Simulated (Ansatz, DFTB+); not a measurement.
## Elastic constant C12 of bcc W: levels of theory against measurement

Reference value: 205 GPa (measured, 0 K, extrapolated to 0 K; zero-point effects included; as tabulated in Wang et al. (2022), arXiv:2209.12322).

Question: What do GFN1-xTB as cut by DFTB+, PBE, PBE-D3(BJ), r²SCAN+rVV10, HSE06 give, and how far is each from the reference?

Answer: 
| level (code) | value (GPa) | cell (Å³/atom) | difference (%) |
|---|---|---|---|
| GFN1-xTB as cut by DFTB+ | 197 | 17.16 | -3.9 |
| PBE (Ansatz) | 197 | 16.13 | -3.9 |
| PBE-D3(BJ) (Ansatz) | 207 | 15.77 | +1.0 |
| r²SCAN+rVV10 (Ansatz) | 206 | 15.80 | +0.5 |
| HSE06 (Ansatz) | 214 | 15.82 | +4.4 |

Any of these levels can be the nearest once the reference is moved by up to 5.0 % (a margin picked here for doubts on the reference and the settings, and for temperature and zero-point motion) and values within 1.7 % count as equal. Within 20 %: GFN1-xTB as cut by DFTB+, PBE, PBE-D3(BJ), r²SCAN+rVV10, HSE06.

The measured value isn't corrected to a static lattice, so vibrations enter the comparison.  Density-functional levels without +SOC have no spin–orbit coupling. GFN1-xTB as cut by DFTB+: the method was fitted mainly to molecules. GFN1-xTB as cut by DFTB+: codes differ in how they cut the long-range tail of xTB's charge interaction in a crystal, so the value belongs to this code. PBE, PBE-D3(BJ), r²SCAN+rVV10, HSE06: shear constants of such metals converge slowly with the k mesh. PBE-D3(BJ): the dispersion coefficients are held fixed in the derivatives. HSE06: hybrids on metals are sensitive to the k mesh. HSE06: the run warned that the count of filled bands differs between k points. Each level is taken at its own relaxed cell. Cutoffs and k meshes differ between the levels. Ansatz's density-functional and Hartree–Fock values are scalar-relativistic unless marked +SOC, with PAW data made under PBE.

Differences are worked out from the printed values.

Ansatz is an electronic-structure program.
